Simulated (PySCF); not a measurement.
**Structure from NMR data**

An unknown has the formula C₅H₄. Its calculated NMR data are:

1H NMR (400 MHz, computed): δ 1.94 (s, 3H), 1.23 (s, 1H).

13C{1H} NMR (computed): δ 76.3 (C), 72.9 (C), 71.1 (C), 66.6 (CH), 5.4 (CH3).

No solvent, one computed conformer, equivalent nuclei averaged, non-relativistic Hamiltonian. GIAO B97-2/pcSseg-2 shieldings; geometry from PBE0-D3(BJ)/def2-TZVP; PySCF.

Referencing at the same level of theory: 1H (σref 31.64) and 13C (σref 185.38) against TMS.

**Question.** Deduce the structure.

**Answer.** 
1. Rings plus π bonds: 4 (no ring in the answer).
2. 5 carbon signals for 5 carbons: no two carbons are equivalent.
3. Carbon types of the structure: 3 × C, 1 × CH, 1 × CH3, which accounts for all hydrogens.
4. δC 76.3, 72.9, 71.1: alkyne carbon; the triple bond shields along its axis, which puts it between sp3 and sp2 carbons.
5. δC 66.6: terminal alkyne carbon; sp carbons lie upfield of alkene carbons because the cylindrical π system leaves one tensor component strongly shielded.
6. δC 5.4: propargylic methyl carbon; a saturated carbon with 1 carbon neighbour and no heteroatom attached.
7. δH 1.94: hydrogen on a propargylic methyl carbon.
8. δH 1.23: hydrogen on a terminal alkyne carbon; it lies on the axis of the triple bond, in its shielding cone.

Structure: SMILES C#CC#CC.

This is the structure that produced the data.

Shifts are as computed. Against solution values, carbons near 30 ppm lie about +3 ppm off and those near 130 ppm about +7 ppm. Of 1211 compounds with measured shifts, 218 miss one by over three times the rms of a fit or turn the order of signals round; such compounds aren't used in these exercises. Multiplicities follow the n + 1 count of equivalent neighbours, as no J values were calculated; m marks all less simple cases, F and P coupling included.
